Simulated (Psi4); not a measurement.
**SiPH3F− (SMILES F[SiH-]P) at TPSS/def2-TZVP (density fitting with cc-pvtz-jkfit, sweep point 4)**

We compute a single-point energy of SiPH3F−. 

The calculation is run with Psi4 1.11.

5 further runs of the same task are left out: 2 that didn't finish, 3 set aside as unsound or not needed.

## (1) The structure to begin with

SiPH3F−: 6 atoms, total charge -1, spin state singlet. As SMILES, `F[SiH-]P`. The coordinates come from a GFN2-xTB relaxation. This is one conformer, not always the lowest.

Bond lengths: F1–Si2 1.693 Å, Si2–P3 2.254 Å, Si2–H4 1.511 Å, P3–H5 1.375 Å, P3–H6 1.378 Å. Angles: F1–Si2–P3 103.0°, F1–Si2–H4 93.4°, P3–Si2–H4 95.0°, Si2–P3–H5 89.3°, Si2–P3–H6 94.1°, H5–P3–H6 91.4°.

## (2) A single-point energy at TPSS/def2-TZVP (density fitting with cc-pvtz-jkfit, sweep point 4)

Input file input.in:

```
memory 1600 MB

molecule {
  -1 1
  F     -1.456900    -1.503930     0.661640
  Si    -0.794380    -0.477720    -0.510070
  P      0.796600     0.637220     0.633420
  H      0.142930    -1.538260    -1.038220
  H      1.290210     1.120130    -0.555580
  H      0.021550     1.762560     0.808810
  symmetry c1
}

set {
  basis                def2-TZVP
  reference            rks
  puream               true
  scf_type             df
  dft_radial_points    99
  dft_spherical_points 590
  df_basis_scf         cc-pvtz-jkfit
}

result = energy("tpss")
print_variables()
```

Run with:

```
$ psi4 -i input.in -o input.out -n 1
```

What values should one expect? Wanted: total energy; HOMO energy; LUMO energy; HOMO–LUMO gap.

**Answer.** As computed:

Level: TPSS/def2-TZVP (density fitting with cc-pvtz-jkfit, sweep point 4).

```
                                             quantity          value
                                         total energy  -732.67347 Eh
                                          HOMO energy        1.07 eV
                                          LUMO energy        4.60 eV
HOMO–LUMO gap (to an unbound level, set by the basis)        3.52 eV
```

What this shows: The HOMO lies at positive energy, 1.07 eV, as semi-local functionals often give for anions; only total energies tell whether the electron is bound.
